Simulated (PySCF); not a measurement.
Static polarisabilities and like-pair C6 coefficients by linear response at CAM-B3LYP/def2-SVPD (PySCF, frozen core in the response, non-relativistic, gas phase), PBE0-D3(BJ)/def2-SVP geometries, one conformer each; atomic units unless stated.

```json
{"label": "P", "species": "`C#Cc1ccc(Cl)cc1` (C8H5Cl)", "α": "110.4", "C6": "4119"}
{"label": "Q", "species": "`C#Cc1cccc(Cl)c1` (C8H5Cl)", "α": "108.7", "C6": "4067"}
{"label": "R", "species": "`CP(C)(=O)O` (C2H7O2P)", "α": "55.5", "C6": "1368"}
{"label": "S", "species": "`O=S1CCCCCC1` (C6H12OS)", "α": "93.2", "C6": "3776"}
{"label": "T", "species": "`CO[C@@H]1C[C@@H]2CC[C@@H]21` (C7H12O)", "α": "82.1", "C6": "3069"}
{"label": "U", "species": "`[B]F` (BF) [singlet]", "α": "19.7", "C6": "113.5"}
```

**Question.** Estimate the unlike-pair coefficients by the rule C6(AB) = 2·C6(AA)·C6(BB) / [C6(AA)·αB/αA + C6(BB)·αA/αB], and compare with the geometric mean, for PR, PT, QT, RS, RT, RU, ST and TU.

**Answer.** 
| pair | combination rule | geometric mean | ratio |
| --- | --- | --- | --- |
| PR | 2352 | 2374 | 0.991 |
| PT | 3516 | 3556 | 0.989 |
| QT | 3499 | 3533 | 0.990 |
| RS | 2273 | 2273 | 1.000 |
| RT | 2049 | 2049 | 1.000 |
| RU | 385.7 | 394.1 | 0.979 |
| ST | 3403 | 3404 | 1.000 |
| TU | 576.2 | 590.2 | 0.976 |

The rule is exact for one-pole polarisabilities and never exceeds the geometric mean; the two meet where both partners have the same effective excitation energy. These unlike-pair values are estimates, not computed integrals.
